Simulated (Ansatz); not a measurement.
Re, hcp: how the functional moves the structure

All rows: Ansatz, plane waves with scalar-relativistic PAW, 420 eV (500 eV for the SCAN forms), relaxed under each functional, no dispersion correction, no zero-point motion. B₀ comes from uniform scaling at fixed shape; a dash is a value not given.

The measured cell (COD entry 9008512) has a = 2.761 Å, c = 4.458 Å (c/a = 1.615), 14.71 Å³/atom.

```json
{"functional": "PBE", "V (Å³/atom)": "14.95", "cell": "a = 2.777 Å, c = 4.479 Å (c/a = 1.613)", "B₀ (GPa)": "364", "magnetic state": "spin not included"}
{"functional": "r²SCAN", "V (Å³/atom)": "14.70", "cell": "a = 2.760 Å, c = 4.457 Å (c/a = 1.615)", "B₀ (GPa)": "387", "magnetic state": "spin not included"}
{"functional": "PBEsol", "V (Å³/atom)": "14.56", "cell": "a = 2.752 Å, c = 4.438 Å (c/a = 1.612)", "B₀ (GPa)": "390", "magnetic state": "spin not included"}
{"functional": "LDA", "V (Å³/atom)": "14.33", "cell": "a = 2.739 Å, c = 4.412 Å (c/a = 1.611)", "B₀ (GPa)": "404", "magnetic state": "spin not included"}
{"functional": "revPBE", "V (Å³/atom)": "15.07", "cell": "a = 2.784 Å, c = 4.491 Å (c/a = 1.613)", "B₀ (GPa)": "355", "magnetic state": "spin not included"}
{"functional": "RPBE", "V (Å³/atom)": "15.11", "cell": "a = 2.786 Å, c = 4.496 Å (c/a = 1.613)", "B₀ (GPa)": "352", "magnetic state": "spin not included"}
{"functional": "BLYP", "V (Å³/atom)": "15.53", "cell": "a = 2.815 Å, c = 4.526 Å (c/a = 1.608)", "B₀ (GPa)": "323", "magnetic state": "spin not included"}
```

LDA gives the smallest volume and BLYP the largest.
